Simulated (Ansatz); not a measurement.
Relative stability

The two ends of one reaction step of H₃S, doublet (PBE0-D4/def2-TZVP).

A:

```xyz
4
angstrom
H -0.3488 0.3018 -0.0462
S 0.4581 1.1691 0.5838
H -1.5481 -1.7312 -1.2303
H 1.4387 0.2604 0.6929
```

B:

```tsv
atom	x (Å)	y (Å)	z (Å)
H1	-1.0540	-0.6725	-0.6758
S2	0.8055	1.4839	0.8043
H3	-1.3997	-1.2483	-1.0038
H4	1.6483	0.4369	0.8754
```

Ansatz 0.2.0; basis: def2-TZVPP; cores frozen in the correlated methods; orbitals are unrestricted. B3LYP uses VWN-RPA correlation.

Q: Which structure is lower at CCSD(T), and by how much? (To be estimated.)

A: By the calculation: B, by 0.640 eV (electronic energy, against the other). By their contacts, A is a complex of H₂S + H and B is a complex of HS + H₂.

All methods give the same order:

```tsv
method	E(B) − E(A) (eV)
SPW92	-0.287
PBE-D4	-0.469
BLYP-D4	-0.697
r2SCAN-D4	-0.595
B97M-V	-0.544
PBE0-D4	-0.497
B3LYP-D4	-0.701
r2SCAN0-D4	-0.624
BHLYP-D4	-0.727
CAM-B3LYP-D4	-0.659
wB97X-V	-0.564
wB97M-V	-0.571
B2PLYP	-0.643
PBE-QIDH	-0.497
RPA on PBE	-0.766
HF	-0.662
MP2	-0.458
CCSD	-0.686
CCSD(T)	-0.640
```

No T1 diagnostic of these runs exceeds 0.010. ⟨S²⟩ of the unrestricted Hartree–Fock references: 0.75 to 0.76 (a pure state has 0.75).

For scale, one of the runs: CCSD(T)/def2-TZVPP, 84 basis functions (an equivalent command: `ansatz run in.yaml --threads 2`). Hardware: 2 CPU threads, shared host. Wall time about 2.1 s.
